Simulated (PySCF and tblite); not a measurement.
Results of a calculation; reference values are marked as such.
C₄H₈O, numbered as in [CH3:1][CH2:2][C:3]([CH3:4])=[O:5]. The same 2 conformers on PBE0-D3(BJ)/def2-SVP geometries, with only the solvent of the single-point energies changed (functional PBE0, basis set def2-TZVP, D3(BJ) where defined; PySCF).

Torsions listed: C1–C2–C3–O5. Of a mirror pair one member is shown.

```json
{"conformer": "1", "shape": "0°", "symmetry": "Cs", "dipole D": "2.85"}
{"conformer": "2", "shape": "-91°", "symmetry": "C1 (pair)", "dipole D": "2.95"}
```

Energies (kcal/mol) above conformer 1 and its weight at 298.15 K (thermal terms from GFN2-xTB):

```json
{"solvent": "gas phase", "E(2) − E(1)": "1.32", "weight of 1 (%)": "90", "dipole of 1 (D)": "2.85", "of 2": "2.95"}
{"solvent": "cyclohexane", "E(2) − E(1)": "?", "weight of 1 (%)": "?", "dipole of 1 (D)": "?", "of 2": "?"}
{"solvent": "chloroform", "E(2) − E(1)": "1.20", "weight of 1 (%)": "88", "dipole of 1 (D)": "3.60", "of 2": "3.66"}
{"solvent": "acetone", "E(2) − E(1)": "1.22", "weight of 1 (%)": "88", "dipole of 1 (D)": "3.90", "of 2": "3.94"}
{"solvent": "water", "E(2) − E(1)": "1.23", "weight of 1 (%)": "88", "dipole of 1 (D)": "3.98", "of 2": "4.01"}
```

Task: What does cyclohexane give?

Result: E(2) − E(1) = 1.22 kcal/mol, weight of conformer 1 88 %, dipoles 3.24 and 3.32 D.

Task: How much does the choice of solvent matter?

Result: The widest range is that of E(2) − E(1), which runs from 1.20 (chloroform) to 1.32 kcal/mol (gas phase), a spread of 0.11, against RT = 0.59.
